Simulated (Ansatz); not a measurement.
Rutile PbO2 was calculated with PBE+SOC in Ansatz (PAW).

Run with plane-wave cutoff 520 eV, 12×12×16 k mesh (along the axes of the cell as run), Fermi–Dirac smearing 0.05 eV, PAW data made under PBE.

Properties against volume:

Shape and atoms are relaxed at each volume.

| V (Å³/atom) | P (GPa) | direct gap at Γ (eV) | smallest gap on the k mesh (eV) | c (Å) |
|---|---|---|---|---|
| 14.188 | 4.94 | 0.623 | 0.031 | 3.431 |
| 14.484 | 2.30 | 0.634 | 0.028 | 3.434 |
| 14.780 | 0.00 | 0.626 | 0.026 | 3.437 |
| 15.075 | -1.98 | 0.619 | 0.017 | 3.439 |
| 15.371 | -3.68 | 0.612 | 0.012 | 3.440 |

The fundamental gap (0.03 eV at the equilibrium volume, on the SCF mesh) lies elsewhere than Γ–Γ.

Note: the bulk modulus comes from volumes at which shape and atoms were relaxed.

Ansatz is a first-principles code.
